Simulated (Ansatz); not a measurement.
Na (bcc, W type): values from a third-order Birch-Murnaghan fit to a volume scan beside measured ones. Computed values: r2SCAN (plane waves to 500 eV, PAW, scalar-relativistic; Ansatz, a first-principles code). Na was relaxed with its symmetry unable to fall. The PAW data are Ansatz's earlier set.

```tsv
quantity	reference	kind
Lattice constant a (Å)	4.214	measured, corrected to the static lattice
Bulk modulus B₀ (GPa)	7.9	measured, corrected to the static lattice
```

References as given in: Daniel Mejia-Rodriguez, S. B. Trickey, Physical Review B (2018), arXiv:1807.09216.

Problem. Estimate the r2SCAN values and the sign and size of each difference.

Solution. 
```tsv
quantity	r2SCAN	difference
Lattice constant a (Å)	4.224	+0.2 %
Bulk modulus B₀ (GPa)	7.7	-3.2 %
```

For the lattice constant a it lies within 0.3 % of the reference. For the bulk modulus B₀ it lies within 5 % of the reference.

(A scan under strain: stresses follow from slopes of the energy per volume, elastic moduli from its curvatures.)
